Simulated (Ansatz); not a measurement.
# Correlation methods on C2H, doublet

Computed with Ansatz's Gaussian-basis code (development build); BCCD by scripts on PySCF. Settings: STO-3G; 2 core orbitals frozen; no relativity. Perturbation and coupled-cluster methods stand on the Hartree–Fock determinant that coupled cluster favours (restricted); RHF here means ROHF, with semicanonical perturbation theory. The state met can differ between shapes. The basis is small, far from the limit.

Shape A. A bond is stretched, to 2.56 times the sum of the covalent radii.

| atom | x (Å) | y (Å) | z (Å) |
| --- | --- | --- | --- |
| C | 0.0000 | 0.0000 | 0.0000 |
| H | 0.0000 | 0.0000 | -2.7431 |
| C | 0.0000 | 0.0000 | 1.2170 |

Shape B. A bond is stretched, to 2.50 times the sum of the covalent radii.

```xyz
3

C     0.0000    0.0000    0.0000
H     0.0000    0.0000   -2.6698
C     0.0000    0.0000    1.2170
```

Shape C:

```
atom   x (Å)   y (Å)    z (Å)
   C  0.0000  0.0000   0.0000
   H  0.0000  0.0000  -1.1726
   C  0.0000  0.0000   1.2170
```

Correlation energy of CCSD(T), then each method's total less that of CCSD(T), in eV:

| case | E corr CCSD(T) | CCSD | BCCD | BCCD(T) | determinant |
| --- | --- | --- | --- | --- | --- |
| A | -7.141 | +0.347 | +0.333 | -0.001 | – |
| B | -7.140 | +0.347 | +0.332 | -0.001 | – |
| C | -4.631 | +0.023 | +0.024 | 0.000 | – |

Problem. Give full CI less CCSD(T). Is CCSD(T) good to 1 kcal/mol?

Solution. A: -0.069 eV (outside); B: -0.069 eV (outside); C: -0.058 eV (outside).

Several Brueckner solutions were met.
